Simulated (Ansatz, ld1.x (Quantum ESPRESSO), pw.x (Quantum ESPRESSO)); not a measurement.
nitrogen (N): does the ultrasoft potential hold in the solid?

| Quantity | Value |
| --- | --- |
| Element | nitrogen |
| Generator | ld1.x (Quantum ESPRESSO) 7.5 |
| Type | ultrasoft |
| Functional | PBEsol |
| Relativity | scalar-relativistic |
| Frozen core | [He] |
| Valence charge | 5 |
| Reference configuration | 2s2 2p3 |
| Partial waves | 2s (bound): rcut 0.60, rcutus 0.75 bohr; 2s channel at -0.7 Ry: rcut 0.60, rcutus 0.75 bohr; 2p (bound): rcut 2.05, rcutus 2.55 bohr; 2p channel at 0.2 Ry: rcut 2.05, rcutus 2.55 bohr; 3d channel at 0.1 Ry: rcut 2.25, rcutus 2.45 bohr |
| Local potential | all-electron potential smoothed inside 2.25 bohr (lloc = -1) |
| Core correction | none |
| Augmentation charge | PSQ, radius 0.45 bohr |

Atomic tests: cutoffs needed: 60 Ry and 80 Ry (the cutoffs (Ry, on a coarse ladder) from which the occupation-weighted sum of valence levels, in a spherical-Bessel basis at the reference potential, stays within 10 and 1 mRy of its value at 400 Ry); ghost test: no extra level below or beside the all-electron valence levels (s, p, d, f tested) (spherical-Bessel basis up to 400 Ry, 20 bohr box); configuration tests: test run stopped at test 2 of 7 (negative rho).

Crystal test: sc N in pw.x 7.5, no spin, 18³ k-points, Fermi–Dirac smearing 0.01 Ry, cutoffs 100/900 Ry. The reference is all-electron LAPW (Ansatz 0.2.0) with the same functional, mesh and smearing; V0 and B0 come from Birch–Murnaghan fits to the pressures at five volumes. Errors are pseudo minus all-electron; Δ is the rms difference of the E(V) curves that follow from these fits, minima aligned, over ±6 % about the mean V0. Mesh and smearing are coarse, so the numbers serve the comparison and aren't converged zero-temperature values; the lattice is a test structure that the element need not adopt. Spin polarisation is left out.

```json
{"V (Å³/atom)": "5.900", "P all-electron (GPa)": "12.35", "P pseudo (GPa)": "108.08"}
{"V (Å³/atom)": "6.056", "P all-electron (GPa)": "5.35", "P pseudo (GPa)": "94.42"}
{"V (Å³/atom)": "6.211", "P all-electron (GPa)": "-1.16", "P pseudo (GPa)": "81.10"}
{"V (Å³/atom)": "6.366", "P all-electron (GPa)": "-7.01", "P pseudo (GPa)": "68.44"}
{"V (Å³/atom)": "6.522", "P all-electron (GPa)": "-12.12", "P pseudo (GPa)": "56.67"}
```

All-electron: a0 = 1.835 Å (V0 = 6.18 Å³/atom), B0 = 247.3 GPa.

Pseudopotential: mean pressure error (GPa): +82.26. The pressure does not cross zero within the volumes sampled, so no fit is given. The largest radius (2.55 bohr) exceeds half the bond length (1.74 bohr), so the spheres overlap, which is one possible source of error among others. This is a poor potential for the solid. Atomic configuration tests: test run stopped at test 2 of 7 (negative rho).

Question: At the middle volume, how do free energy and pressure move when the wave cutoff is lowered (ecutrho held at 900 Ry)?

Answer:

```json
{"cutoff (Ry)": "45", "shift of F (meV/atom)": "+231.9", "shift of P (GPa)": "-10.49"}
{"cutoff (Ry)": "60", "shift of F (meV/atom)": "+69.1", "shift of P (GPa)": "-7.86"}
{"cutoff (Ry)": "80", "shift of F (meV/atom)": "+2.7", "shift of P (GPa)": "-0.86"}
```

The run at the middle volume (220 k-points, 8 iterations) took about 14 s on one core of a shared host (Neoverse-V2, 32 threads, 247 GiB, load 17).
